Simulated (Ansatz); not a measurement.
**hcp Zn**

The numbers are results of PBEsol in Ansatz (PAW), not measurements.

Settings: plane-wave cutoff 500 eV, 24×24×1 k mesh (along the axes of the cell as run), Fermi–Dirac smearing 0.1 eV, scalar-relativistic PAW data made under PBE.

Cell: relaxed at this level.

```
Quantity                              Result
---------------------------------  ---------
surface energy of the (0001) face  0.49 J/m²
work function of the (0001) face     4.23 eV
```

The slab of 6 atoms is relaxed and unreconstructed.

Static lattice: no zero-point or thermal effects.

It cost very roughly 4 core-minutes of CPU time.

Ansatz is a program for electronic structure.
